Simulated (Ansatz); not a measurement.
**LO phonon frequency at L of rock-salt SrO at several levels of theory**

No measured value is used here.

| level (code) | value (cm⁻¹) | cell (Å³/atom) |
|---|---|---|
| LDA (Ansatz) | ? | 16.23 |
| PBE (Ansatz) | 413 | 17.52 |
| r²SCAN (Ansatz) | 433 | 17.17 |
| B3LYP (VWN-RPA form) (Ansatz) | 432 | 17.58 |
| Hartree–Fock (Ansatz) | 465 | 17.80 |

Q: Fill in the missing entries.

A: 
- LDA (Ansatz, an electronic-structure program), value (cm⁻¹): 437

Each level is taken at its own relaxed cell. Cutoffs differ between the levels. Ansatz's density-functional and Hartree–Fock values are scalar-relativistic unless marked +SOC, with PAW data made under PBE.
